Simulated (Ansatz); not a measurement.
**Al₃H (triplet): wave-function methods side by side at a displaced geometry (v2), cc-pVDZ**

An exercise on one series of results from a longer session: the logs are not shown, and one member is left open.

Computed with Ansatz 0.2.0, Gaussian basis. Level: cc-pVDZ, core rule «outside noble gas», up to 15 orbitals frozen.

The runs, in order: UHF; CCSD(T) on ROHF; CCSD(T) on UHF; BCCD(T) on ROHF; CISD as a restricted active space (open shells left free, so some higher excitations enter); CCSDT(Q) on ROHF; CCSDT(Q) on UHF.

23 further runs of the same task are left out: 10 that didn't finish, 13 set aside as unsound or not needed. Runs told in other sessions of the task aren't counted.

## The system

The geometry is a PBE0/def2-TZVP stationary point (not a proven minimum) with its atoms shifted at random (size 0.100 Å).

4 atoms, charge 0, spin multiplicity 3.

Atoms are counted from 1 here; the program's logs count them from 0.

Bond lengths: Al1–Al2 2.584 Å, Al1–H4 1.923 Å, Al2–Al3 2.579 Å, Al2–H4 1.793 Å, Al3–H4 1.966 Å. Angles: Al2–Al1–H4 43.9°, Al1–Al2–Al3 97.6°, Al1–Al2–H4 48.1°, Al3–Al2–H4 49.5°, Al2–Al3–H4 44.0°, Al1–H4–Al2 88.0°, Al1–H4–Al3 174.3°, Al2–H4–Al3 86.5°.

Geometry (Å):

```xyz
4
Al3H
Al    0.08340    0.56959    1.93812
Al   -0.08147   -1.13929    0.00639
Al   -0.00485    0.54554   -1.94512
H     0.07826    0.64703    0.01642
```

The first run:

File in.yaml:

```yaml
crystal:
  periodic: [false, false, false]
  atoms:
    - {symbol: Al, position_ang: [0.083401, 0.569587, 1.938124]}
    - {symbol: Al, position_ang: [-0.081473, -1.139295, 0.006387]}
    - {symbol: Al, position_ang: [-0.004852, 0.545537, -1.945124]}
    - {symbol: H, position_ang: [0.078256, 0.647029, 0.016421]}
basis:
  gaussian: {orbitals: cc-pVDZ}
magnetization: {spin_polarized: true, initial_magnetization: 2}
hamiltonian: {xc: hf}
output: {orbitals: {seedname: orbitals}}
```

Run with:

```console
> ansatz run in.yaml --threads 1 --pin off --events-out ev --progress --plain --max-ram 2393MiB
```

Steps of the session up to this table: UHF; CCSD(T) on ROHF; CCSD(T) on UHF; BCCD(T) on ROHF; CISD as a restricted active space (open shells left free, so some higher excitations enter); CCSDT(Q) on ROHF; CCSDT(Q) on UHF.

One table of the session follows, with a row left open; its other results are not shown here.

```
   method  from RCCSDT(Q) (kJ/mol)
     ROHF                        ?
      UHF                   +555.0
     RMP2                   +140.7
     UMP2                   +162.0
     CISD                   +100.5
    RCCSD                    +40.0
    UCCSD                    +38.6
 RCCSD(T)                     +8.6
 UCCSD(T)                     +9.4
  BCCD(T)                     +8.6
   RCCSDT                     +2.9
   UCCSDT                     +2.6
RCCSDT(Q)                        0
UCCSDT(Q)                     -0.3
```

Estimate the missing values for ROHF.

**Answer.** from RCCSDT(Q) (kJ/mol): +585.4. In the column «from RCCSDT(Q) (kJ/mol)» it is the highest.

Caveats from the session: Restricted and unrestricted rows rest on different reference determinants; a gap between their highest levels can come from leftover correlation error, from unlike frozen cores or from another state.
